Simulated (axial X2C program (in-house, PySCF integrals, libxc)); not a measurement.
**Photoelectron levels of SiO by EOM-IP-CCSD**

Computed with an in-house all-electron X2C program for linear molecules (integrals from PySCF): two-component X2C with atomic mean-field Coulomb and Gaunt terms, Gaussian nuclei, basis Si dyall-v3z, O dyall-av3z with contracted cores.

R = 1.586 Å (1.045 times 1.518 Å, the PBE0 minimum at charge 0 for the lowest determinant).

Vertical ionisation energies of SiO to the states of SiO⁺:

| Ω of SiO⁺ | vertical IE (eV) | above lowest (cm⁻¹) | ionised spinor | one-hole weight |
| --- | --- | --- | --- | --- |
| 1/2 | 11.451 | 0 | 44% O pσ, 28% Si pσ, 20% Si sσ | 0.94 |
| 3/2 | 11.604 | 1233 | 79% O pπ, 14% Si pπ | 0.92 |
| 1/2 | 11.621 | 1368 | 79% O pπ, 14% Si pπ | 0.92 |
| 1/2 | 15.176 | 30044 | 43% O pσ, 41% Si sσ, 7% O sσ | 0.89 |

Task: Take the first Ω = 1/2 and Ω = 3/2 rows of π character: how far apart are they, and which lies lower?

Result: E(3/2) − E(1/2) = 1233 − 1368 = -135 cm⁻¹ at EOM-IP-CCSD: inverted, Ω = 3/2 lower. Splittings at this level can be off by ten to twenty per cent.

This point took 6.4 s on 1 thread of Intel(R) Xeon(R) Processor @ 2.30GHz (shared host).

Reference electrons by ω block (each with its −ω partner): 1/2: 9, 3/2: 2. 10 electrons of SiO correlated (inner shells frozen), 94 natural virtual spinors (a truncated set); levels can be off by some tenths of an eV. Roots sought by Ω: (1/2: 4, 3/2: 3, 5/2: 1); rows need 60 % one-particle weight and stop where some Ω has no more roots. Missing are any skipped roots, higher Ω and states of a further excitation; these come out far too high here and may in truth be low or lowest. T1 of the reference 0.029 (Lee–Taylor). Number of frozen shells: Si 2 s, 1 p; O 1 s. Large amplitudes in the reference (orbital relaxation or multireference character) lower the reliability.
